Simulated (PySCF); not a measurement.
Compound: streptocyanine-3, C3H7N2 (charge +1).
Atom-mapped SMILES: `[NH2:1]/[CH:2]=[CH:3]/[CH:4]=[NH2+:5]` (hydrogens: H6, H7 on N1; H8 on C2; H9 on C3; H10 on C4; H11, H12 on N5)

Geometry (PBE0-D3(BJ)/def2-SVP, Å), atoms numbered from 1 in this order:
```
atom  x, y, z in Å
N1     2.3277    0.1374   -0.6312
C2     1.0247   -0.0072   -0.7308
C3     0.1186    0.0490    0.3207
C4    -1.2339   -0.1255    0.0556
N5    -2.2011   -0.0988    0.9460
H6     2.9256    0.0870   -1.4485
H7     2.7810    0.3121    0.2606
H8     0.6524   -0.1880   -1.7459
H9     0.4650    0.2280    1.3426
H10   -1.5559   -0.3033   -0.9771
H11   -3.1687   -0.2339    0.6749
H12   -2.0174    0.0591    1.9321
```

Theory: core-valence-separated Tamm–Dancoff BHandHLYP/aug-pcX-1 (pcseg-1 on H) in PySCF, non-relativistic, gas phase, PBE0-D3(BJ)/def2-SVP geometry. The energies are unshifted.

The lowest roots of each edge with f over 0.003 (five at most, numbered afresh; weaker and dark ones are left out), with transition dipoles (au) in the frame of the coordinates:

```tsv
root	edge	E (eV)	f	μx	μy	μz
1	C	283.22	0.1554	-0.0149	0.1474	-0.0207
2	C	284.50	0.0570	-0.0090	0.0891	-0.0125
3	C	286.57	0.0228	0.0181	0.0093	0.0533
4	C	288.38	0.0069	-0.0099	-0.0051	-0.0292
5	C	288.40	0.0033	-0.0158	-0.0036	-0.0143
6	N	398.63	0.0593	0.0078	-0.0768	0.0108
7	N	401.46	0.0179	0.0412	0.0027	-0.0110
8	N	402.03	0.0176	0.0344	0.0069	0.0236
9	N	402.03	0.0558	-0.0128	-0.0116	-0.0733
10	N	404.08	0.0064	-0.0101	-0.0043	-0.0228
```

Question: What is the unit vector of the normal of the molecular plane, and which share of each root's |μ|² lies along it?

Answer: (-0.10, 0.99, -0.14), up to sign.

| root | core hole on | share along it | final orbital under reflection in the plane |
| --- | --- | --- | --- |
| 1 | C2/C4 | 1.00 | odd |
| 2 | C3 | 1.00 | odd |
| 3 | C3 | 0.00 | even |
| 4 | C3 | 0.00 | even |
| 5 | C2/C4 | 0.00 | even |
| 6 | N1/N5 | 1.00 | odd |
| 7 | N1/N5 | 0.00 | even |
| 8 | N1/N5 | 0.00 | even |
| 9 | N1/N5 | 0.00 | even |
| 10 | N1/N5 | 0.00 | even |

The 1s orbitals of atoms in the plane are even under the reflection, so light polarised along the normal reaches odd orbitals alone (the out-of-plane π set) and light polarised in the plane even ones.

Question: For fixed molecules, how does the intensity of root 1 change when the electric field is turned 30° away from the normal of the molecular plane?

Answer: Intensity goes as (E·μ)², and μ lies along that direction, so it falls to cos²30° = 0.75 of its maximum; it vanishes at 90°.

Question: Molecules are fixed in this frame and the field points along x. What effective strengths 3 f cos²θ do the roots have (θ between field and μ)?

Answer: root 1 (C2/C4): 0.005, root 2 (C3): 0.002, root 3 (C3): 0.007, root 4 (C3): 0.002, root 5 (C2/C4): 0.005, root 6 (N1/N5): 0.002, root 7 (N1/N5): 0.050, root 8 (N1/N5): 0.035, root 9 (N1/N5): 0.005, root 10 (N1/N5): 0.003. Root 7 is the strongest. Averaged over all orientations cos²θ is 1/3, which gives f back. For degenerate partners only the sum has meaning, as the program may mix them freely.

One conformer stands for the species.
